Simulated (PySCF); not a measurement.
## Functional dependence of a UV spectrum

Compound: C4H8.
Z-matrix (Å and degrees, PBE0-D3(BJ)/def2-SVP geometry), rows numbered from 1:
```
C 
C   1  1.4936
C   2  1.3391  1  127.66
C   3  1.4937  2  127.68  1     0.00
H   1  1.1031  2  110.88  3  -120.97
H   1  1.1031  2  110.89  3   121.19
H   1  1.0987  2  112.97  3     0.10
H   2  1.0969  1  115.32  3   179.99
H   3  1.0969  2  117.01  1   179.99
H   4  1.0987  3  112.97  2     0.03
H   4  1.1031  3  110.88  2   121.11
H   4  1.1031  3  110.88  2  -121.05
```

Linear-response calculations in the def2-SVPD basis (PySCF; singlets by full response, triplets Tamm–Dancoff, core orbitals frozen in the response; HF means time-dependent Hartree–Fock). 'Strongest' is the level of largest summed f among the singlets computed (10 roots, of which the last may lack a degenerate partner); it can jump between rows when another state enters that window. S1 is the lowest singlet of each run and needn't be the same state throughout; f(S1) is that of one state. Geometry: PBE0-D3(BJ)/def2-SVP; no solvent, vibrations or thermal averaging.

```tsv
functional	kind	S1 (eV)	f(S1)	strongest (eV)	T1 (eV)	HOMO (eV)	gap (eV)	ionisation energy, ΔSCF (eV)
LDA	LDA	6.09	0.000	7.08	4.66	-5.92	5.38	9.23
PBE	GGA	6.02	0.000	7.11	4.42	-5.79	5.44	9.04
B3LYP	global hybrid, 20% exact exchange	6.33	0.000	7.25	4.38	-6.70	7.14	9.12
PBE0	global hybrid, 25% exact exchange	6.59	0.001	7.34	4.29	-6.90	7.59	9.07
BHandHLYP	global hybrid, 50% exact exchange	6.78	0.004	7.41	4.22	-7.87	9.24	8.95
CAM-B3LYP	range-separated hybrid	6.71	0.003	7.36	4.33	-8.22	9.76	9.16
wB97X-D	range-separated hybrid	6.98	0.007	7.39	4.44	-8.74	11.26	9.10
LC-wPBE	range-separated hybrid	7.41	0.008	7.51	4.19	-9.60	12.27	9.21
HF	Hartree–Fock	7.20	0.015	7.51	3.73	-9.32	12.24	not settled
```

S1 runs from 6.02 eV (PBE) to 7.41 eV (LC-wPBE), a spread of 1.38 eV, while the orbital gap spreads over 6.9 eV. Along PBE (0%), B3LYP (20%), PBE0 (25%), BHandHLYP (50%), HF (100%) S1 rises with the share of exact exchange. −ε(HOMO) comes closest to its own ΔSCF ionisation energy with wB97X-D (-0.36 eV) and misses most with LDA (-3.31 eV). 'Not settled' means that the ion's SCF failed to converge or may have ended in another state than the lowest.
